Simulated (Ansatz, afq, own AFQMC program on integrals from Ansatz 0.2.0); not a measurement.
**AlSiH, triplet: AFQMC among the cluster methods**

```xyz
3

Si    0.0000   -0.4727    2.4109
Al    0.0000   -0.4082   -3.9718
H     0.0000    0.8809    1.5609
```

Connectivity, by distances: SiH ··· Al.

Basis 6-31G. Only valence electrons are correlated. Ansatz 0.2.0 and our own AFQMC program on the same integrals; the CISD trial comes from CCSD amplitudes, and released means the phaseless constraint is let go. Error bars are statistical, one sigma.

Determinant: ROHF, the one that the program's search chose, which needn't be the lowest solution. The geometry is a point of a scan.

Full CI on the same integrals is exact in this basis and with this determinant's frozen core.

Cautions: lower spins were not checked.

The T1 diagnostic is 0.0135, the weight of the determinant in the CISD state is 0.905 and the size of the correlated space is 8 electrons in 18 orbitals.

```csv
level,correlation energy (eV)
MP2,-1.3069
CCSD,-2.0693
CCSD(T),-2.0816
```

Problem. Estimate where AFQMC with the constraint released lies against CCSD(T) on the same integrals.

Solution. 0.6 ± 0.09 kJ/mol below CCSD(T).

Reference: full CI, correlation energy -2.091 eV. The released energy is read at 2.40 1/Eh (meV from the phaseless value at times in 1/Eh: -0.1 ± 1.0 at 0.24, -0.4 ± 0.8 at 0.51, -1.7 ± 0.8 at 0.99, -3.5 ± 0.7 at 1.62, -4.5 ± 0.9 at 2.40).

| level | E − E(reference) (kJ/mol) | share of correlation (%) |
| --- | --- | --- |
| CCSD(T) | 0.9 | 99.57 |
| CCSDT | 0.3 | 99.86 |
| CCSDT(Q) | 0.2 | 99.91 |
| ph-AFQMC/CISD | 0.7 ± 0.1 | 99.63 |
| released AFQMC | 0.3 ± 0.09 | 99.84 |

CCSDT and higher add their correlation energy to the determinant of the CCSD(T) run, since their own runs factorise the integrals more tightly (a shift of under 2 meV). A walk keeps the symmetry of its determinant, which the program's search chose and which needn't be the lowest solution, so a lower state of the same spin and another symmetry isn't excluded. Released energies are given only where the last usable release times agree within the noise; a slower fall can still hide under it.
